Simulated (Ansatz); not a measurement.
System: cubic perovskite SrTiO3 (cubic form, which distorts at low temperature). Method: PBE (PAW; Ansatz, an electronic-structure program).

Run with plane-wave cutoff 520 eV, 6×6×6 k mesh, no spin polarisation, scalar-relativistic PAW data made under PBE.

Computed at the level's own relaxed cell.

Hill averages of the elastic tensor: K = 170.3 GPa, G = 108.8 GPa. Volume 12.200 Å³/atom, mean atomic mass 36.697 u.

Q: Work out the density, the sound velocities of a polycrystal and the elastic Debye temperature at this level.

A: ρ = 1.66054 × 36.697/12.200 = 4.995 g/cm³. v_l = √[(K + 4G/3)/ρ] = 7.946 km/s and v_t = √(G/ρ) = 4.667 km/s. The mean follows from 3/v_m³ = 1/v_l³ + 2/v_t³: v_m = 5.173 km/s. Θ_D = (ħ/k_B) v_m (6π²/V)^(1/3) = 76.38 K Å s/km × 5.173 × 1.6932 Å⁻¹ = 669 K, counting all atoms of the cell.

Note: the relaxation could not lower the start's symmetry, so the cell can be a saddle point above a distorted one.
